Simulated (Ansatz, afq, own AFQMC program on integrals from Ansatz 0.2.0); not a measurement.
SiHCl2, doublet in def2-SVP, levels against CCSDT(Q)

```xyz
4

Si    1.1837    0.1178   -0.9453
Cl    1.7603   -1.8066   -0.4711
Cl   -0.1203    0.0971   -2.5451
H     2.4052    0.8812   -1.3519
```

Connectivity, by distances: Cl–SiH–Cl.

Basis def2-SVP. Only valence electrons are correlated. Ansatz 0.2.0 and our own AFQMC program on the same integrals; the CISD trial comes from CCSD amplitudes, and released means the phaseless constraint is let go. Error bars are statistical, one sigma.

Determinant: UHF, the one that the program's search chose, which needn't be the lowest solution. The geometry is a PBE0/def2-SVP stationary point of this or a neighbouring charge and spin state.

No full CI on the walks' own integrals is used here; CCSDT(Q) serves as the reference and is uncertain by about the last step of the cluster series.

```
T1 diagnostic                               : 0.0123
weight of the determinant in the CISD state : 0.857
⟨S²⟩ of the determinant                     : 0.754
size of the correlated space                : 19 electrons in 44 orbitals
```

Task: Estimate: order these by the size of their error in total energy against CCSDT(Q), smallest first.
A. MP2
B. phaseless AFQMC with a CISD trial
C. CCSD(T)
D. CCSD

Result: B (0.08 ± 0.14 mEh), C (1.61 mEh), D (10.11 mEh), A (45.33 mEh).

Reference: CCSDT(Q), correlation energy -10.498 eV.
